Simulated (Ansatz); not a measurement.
Relaxation of CH$_{4}$OS (7 atoms, charge 0, multiplicity 1), to a largest force component of 0.015 eV/Å in at most 40 steps.

Computed with Ansatz, RKS revPBE/def2-SVP.

```xyz
7
Properties=species:S:1:pos:R:3:forces:R:3
O -0.762 -0.824 -0.354 -0.41 0.26 -0.18
C -0.043 0.378 -0.115 -0.70 -0.74 0.12
S 1.632 -0.060 0.237 1.90 0.49 -0.45
H -1.616 -0.463 -0.646 -0.52 -0.47 -0.11
H -0.066 1.026 -1.009 0.35 0.40 -0.16
H -0.469 0.925 0.740 -0.25 0.40 0.33
H 1.384 -1.051 1.102 -0.37 -0.34 0.46
```

Q: Where does it end, and by what steps?

A: The run converged. The force dipped under the threshold on the way, but the program's further checks kept it going. After 11 steps the energy has fallen by 0.167 eV; O1 moved furthest, 0.22 Å.

```json
{"step": "0", "energy less start (eV)": "0.0000", "largest force component (eV/Å)": "1.900", "accepted": "yes"}
{"step": "1", "energy less start (eV)": "-0.1335", "largest force component (eV/Å)": "0.646", "accepted": "yes"}
{"step": "2", "energy less start (eV)": "-0.1564", "largest force component (eV/Å)": "0.396", "accepted": "yes"}
{"step": "3", "energy less start (eV)": "-0.1372", "largest force component (eV/Å)": "1.325", "accepted": "no"}
{"step": "4", "energy less start (eV)": "-0.1646", "largest force component (eV/Å)": "0.093", "accepted": "yes"}
{"step": "5", "energy less start (eV)": "-0.1656", "largest force component (eV/Å)": "0.030", "accepted": "yes"}
{"step": "6", "energy less start (eV)": "-0.1662", "largest force component (eV/Å)": "0.016", "accepted": "yes"}
{"step": "7", "energy less start (eV)": "-0.1639", "largest force component (eV/Å)": "0.481", "accepted": "no"}
{"step": "8", "energy less start (eV)": "-0.1665", "largest force component (eV/Å)": "0.010", "accepted": "yes"}
{"step": "9", "energy less start (eV)": "-0.1665", "largest force component (eV/Å)": "0.088", "accepted": "yes"}
{"step": "10", "energy less start (eV)": "-0.1656", "largest force component (eV/Å)": "0.101", "accepted": "no"}
{"step": "11", "energy less start (eV)": "-0.1666", "largest force component (eV/Å)": "0.003", "accepted": "yes"}
```

```xyz
7
Properties=species:S:1:pos:R:3
O -0.809 -0.785 -0.567
C -0.051 0.339 -0.164
S 1.686 -0.129 0.172
H -1.748 -0.525 -0.514
H 0.043 1.117 -0.962
H -0.474 0.836 0.741
H 1.413 -0.921 1.248
```

Run time: 16 s on 1 thread of Arm Neoverse V2, on a shared host, peak memory 0.13 GiB.
